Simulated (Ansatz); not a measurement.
# BH2 (boron dihydride) at UCCSD/6-311G(d,p)

What is the energy change on altering one bond length of BH2 (boron dihydride) at UCCSD/6-311G**? 

The results are computed with Ansatz 0.2.0.

58 further runs of the same task are left out: 58 set aside as unsound or not needed.

## (1) The structure to begin with

BH2 has 3 atoms, charge 0, and is taken as a doublet. SMILES: `[BH2]`. Geometry: relaxed at GFN2-xTB.

Bond lengths: B1–H2 1.159 Å, B1–H3 1.159 Å. Angles: H2–B1–H3 128.4°.

## (2) The energy at UCCSD/6-311G(d,p)

File molecule.yaml:

```yaml
crystal:
  periodic: [false, false, false]
  atoms:
    - symbol: B
      position_ang: [0.262840, -0.166230, 0.128640]
    - symbol: H
      position_ang: [0.280020, 0.985320, 0.260980]
    - symbol: H
      position_ang: [-0.542860, -0.819090, -0.389630]
basis:
  gaussian:
    orbitals: 6-311G_st__st_.json
magnetization:
  spin_polarized: true
  initial_magnetization: 1
correlation:
  method: ccsd
  frozen_orbitals: {B: 1, H: 0}
accuracy: high
scf:
  omitted_lower_state_checks: [cluster_reference, increment]
```

The basis set 6-311G** is read from a file made from the Basis Set Exchange's data (not shown).

Launch:

```bash
$ ansatz run molecule.yaml --threads 1 --pin off --max-ram 2610MiB --events-out events.jsonl --progress --plain --runs-dir runs
```

The program printed, shortened:

```text
Warning: RAYON_NUM_THREADS=1 ignored (pool sized by the plan → 1); use --threads N
Functional definition: HF
  name "HF"
[...]
533 factors; integrals over basis functions are off by at most 6.2e-9 eV
[...]
mean field -700.87747170 eV, -25.7567720131 hartree, gradient 4.0e-8 eV, S^2 0.752958; 2 other end points of the search recorded, 0 dependent functions left out
1 core orbitals not correlated: weight in the atoms' cores, before any rotation towards them, 1.000 or more for the frozen orbitals, at most 0.000 for the correlated occupied ones
reference -700.87747170 eV, -25.7567720131 hartree; 3, 2 occupied and 26, 27 virtual orbitals, 533 factors
second order -1.92028022 eV of doubles, -0.00000000 eV of singles
cycle   1  -2.29590749 eV  change   -3.8e-1 eV  update   4.0e-2
[...]
cycle  19  -2.43384009 eV  change   1.4e-10 eV  update  2.3e-10
Total energy: -703.31131179 eV, -25.8462139868 hartree
Checks for a lower state left out: cluster_reference, increment
```

Wall time 0.46 s (1 thread of Arm Neoverse V1, shared host); peak memory 0.092 GiB.

## (3) The distorted shape, same level

File molecule.yaml:

```yaml
crystal:
  periodic: [false, false, false]
  atoms:
    - {symbol: B, position_ang: [0.464245, -0.003031, 0.258195]}
    - {symbol: H, position_ang: [0.481425, 1.148519, 0.390535]}
    - {symbol: H, position_ang: [-0.542860, -0.819090, -0.389630]}
basis:
  gaussian: {orbitals: 6-311G_st__st_.json}
magnetization: {spin_polarized: true, initial_magnetization: 1}
correlation: {method: ccsd, frozen_orbitals: {B: 1, H: 0}}
accuracy: high
scf: {omitted_lower_state_checks: [cluster_reference, increment]}
```

The basis set 6-311G** is read from a file made from the Basis Set Exchange's data (not shown).

Launch:

```bash
$ ansatz run molecule.yaml --threads 1 --pin off --max-ram 2610MiB --events-out events.jsonl --progress --plain --runs-dir runs
```

The program printed, shortened:

```text
Warning: RAYON_NUM_THREADS=1 ignored (pool sized by the plan → 1); use --threads N
Functional definition: HF
  name "HF"
[...]
537 factors; integrals over basis functions are off by at most 3.5e-9 eV
[...]
mean field -700.28458506 eV, -25.7349838311 hartree, gradient 1.9e-8 eV, S^2 0.752792; 2 other end points of the search recorded, 0 dependent functions left out
1 core orbitals not correlated: weight in the atoms' cores, before any rotation towards them, 1.000 or more for the frozen orbitals, at most 0.000 for the correlated occupied ones
reference -700.28458506 eV, -25.7349838311 hartree; 3, 2 occupied and 26, 27 virtual orbitals, 537 factors
second order -1.94606944 eV of doubles, -0.00000000 eV of singles
cycle   1  -2.33577604 eV  change   -3.9e-1 eV  update   4.6e-2
[...]
cycle  22  -2.50185664 eV  change   2.9e-10 eV  update  5.1e-10
Total energy: -702.78644170 eV, -25.8269253668 hartree
Checks for a lower state left out: cluster_reference, increment
```

It took 0.48 s on 1 thread of Arm Neoverse V1, shared host; peak memory 0.092 GiB.

## (4) Outcome

At UCCSD/6-311G**, 1 core orbital frozen:

| quantity | value |
| --- | --- |
| first shape: total energy | -25.84621 Eh |
| first shape: correlation energy (1 core orbital frozen) | -89.4 mEh |
| first shape: ⟨S²⟩ of the reference determinant | 0.753 |
| first shape: T1 diagnostic | 0.008 |
| distorted shape: total energy | -25.82693 Eh |
| distorted shape: correlation energy (1 core orbital frozen) | -91.9 mEh |
| distorted shape: ⟨S²⟩ of the reference determinant | 0.753 |
| distorted shape: T1 diagnostic | 0.011 |
| energy change with the B1–H3 bond stretched from 1.159 to 1.449 Å | 0.525 eV |

With the B1–H3 bond stretched from 1.159 to 1.449 Å the energy rises by 0.52 eV (12.1 kcal/mol). The first shape isn't relaxed at this level, so the change isn't measured from a minimum.
